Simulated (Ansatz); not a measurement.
# SiHCl (singlet): PBE, r2SCAN, PBE0, B3LYP, wB97M-V, B2PLYP, RPA-PBE over vertical spin and charge gaps, cc-pVTZ

Aim: run SiHCl (singlet) with these functionals over vertical spin and charge gaps, and hold them against the top wave-function level at the same points.

Computed with Ansatz 0.2.0, Gaussian basis. Level: cc-pVTZ, all electrons in the functionals, frozen cores in the correlation of double hybrids and RPA.

The runs, in order: PBE, r2SCAN, PBE0, B3LYP, wB97M-V, B2PLYP, RPA-PBE, at charge 0, singlet; charge 0, triplet; charge 1, doublet.

9 further runs of the same task are left out: 5 for a known fault of the program, 4 set aside as unsound or not needed.

## 1. The system

The geometry is a PBE0/def2-TZVP stationary point (not a proven minimum).

3 atoms, charge 0, spin multiplicity 1.

Atoms are counted from 1 here; the program's logs count them from 0.

Bond lengths: Si1–Cl2 2.077 Å, Si1–H3 1.529 Å. Angles: Cl2–Si1–H3 94.7°.

No dispersion term is added; wB97M-V holds VV10 nonlocal correlation. B3LYP takes the VWN-RPA correlation.

The geometry shown and the zero of energy belong to the point charge 0, singlet. The yardstick, UCCSDT(Q), and other wave-function levels (R restricted, U unrestricted, valence and pair active spaces) come from earlier runs.

## 2. PBE, charge 0, singlet

File in.yaml:

```yaml
crystal:
  periodic: [false, false, false]
  atoms:
    - {symbol: Si, position_ang: [0.000000, -0.089026, 1.135803]}
    - {symbol: Cl, position_ang: [0.000000, 0.030004, -0.938114]}
    - {symbol: H, position_ang: [0.000000, 1.425266, 1.348629]}
basis:
  gaussian: {orbitals: cc-pVTZ}
magnetization: {spin_polarized: true, initial_magnetization: 0}
hamiltonian: {xc: {name: PBE}}
output: {orbitals: {seedname: orbitals}}
```

Run with:

```sh
$ ansatz run in.yaml --threads 1 --pin off --events-out ev --progress --plain --max-ram 3968MiB --backend cpu
```

The runs that follow: PBE, charge 0, triplet; PBE, charge 1, doublet; r2SCAN, charge 0, singlet; r2SCAN, charge 0, triplet; r2SCAN, charge 1, doublet; PBE0, charge 0, singlet; PBE0, charge 0, triplet; PBE0, charge 1, doublet; B3LYP, charge 0, singlet; B3LYP, charge 0, triplet; B3LYP, charge 1, doublet; wB97M-V, charge 0, singlet; wB97M-V, charge 0, triplet; wB97M-V, charge 1, doublet; B2PLYP, charge 0, singlet; B2PLYP, charge 0, triplet; B2PLYP, charge 1, doublet; RPA-PBE, charge 0, singlet; RPA-PBE, charge 0, triplet; RPA-PBE, charge 1, doublet.

Before running them: what should the planned runs give, taken together? Wanted: singlet to triplet, UCCSDT(Q); ionisation to the doublet cation, UCCSDT(Q); largest miss, PBE; largest miss, r2SCAN; largest miss, PBE0; largest miss, B3LYP; largest miss, wB97M-V; largest miss, B2PLYP; largest miss, RPA-PBE.

**Answer**, as computed:

```
                                   quantity                                         value
              singlet to triplet, UCCSDT(Q)                                      1.694 eV
ionisation to the doublet cation, UCCSDT(Q)                                      9.440 eV
                          largest miss, PBE  -0.238 eV (ionisation to the doublet cation)
                       largest miss, r2SCAN                -0.396 eV (singlet to triplet)
                         largest miss, PBE0                -0.227 eV (singlet to triplet)
                        largest miss, B3LYP  -0.041 eV (ionisation to the doublet cation)
                      largest miss, wB97M-V                +0.189 eV (singlet to triplet)
                       largest miss, B2PLYP  -0.098 eV (ionisation to the doublet cation)
                      largest miss, RPA-PBE  +0.178 eV (ionisation to the doublet cation)
                     largest miss, RCCSD(T)  +0.016 eV (ionisation to the doublet cation)
                     largest miss, UCCSD(T)  +0.011 eV (ionisation to the doublet cation)
```

Of the functionals, B3LYP keep the smallest largest miss at the points compared (at most 0.041 eV) and r2SCAN strays most (0.396 eV, at singlet to triplet). Functionals and the yardstick converge differently with the basis, so part of each miss in cc-pVTZ is the basis.
